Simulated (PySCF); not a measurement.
Rows and methods have been separated. Pair them.

Compound: C₃H₅N₃.
SMILES: `Cn1nccn1`

The closed-shell ground state was solved 5 times with PySCF (density fitting, gas phase), always in the pcSseg-2 basis (286 functions), with these functionals: B97-2, BHandHLYP, CAM-B3LYP, LC-wPBE and wB97X-D. Isolated species at its PBE0-D3(BJ)/def2-SVP geometry, gas phase.

| row | total energy (Eh) | HOMO (eV) | LUMO (eV) | dipole (D) |
| --- | --- | --- | --- | --- |
| P | -281.5499 | -7.32 | -0.23 | 0.51 |
| Q | -281.4705 | -10.24 | 2.10 | 0.49 |
| R | -281.5207 | -8.90 | 0.94 | 0.46 |
| S | -281.4736 | -8.52 | 0.89 | 0.42 |
| T | -281.5540 | -9.40 | 1.65 | 0.49 |

**Question.** Which functional belongs to which row?

**Answer.** P = B97-2, Q = LC-wPBE, R = CAM-B3LYP, S = BHandHLYP, T = wB97X-D. By rising HOMO–LUMO gap: B97-2 (global hybrid, 21 % exact exchange) 7.09 eV; BHandHLYP (global hybrid, 50 % exact exchange) 9.41 eV; CAM-B3LYP (range-separated hybrid) 9.84 eV; wB97X-D (range-separated hybrid) 11.05 eV; LC-wPBE (range-separated hybrid) 12.34 eV. Total energies of different functionals aren't bounds to one another; each is stationary for its own functional.

The pairwise dispersion term of wB97X-D wasn't added to the energies; at a given geometry it leaves orbitals and properties as they are.
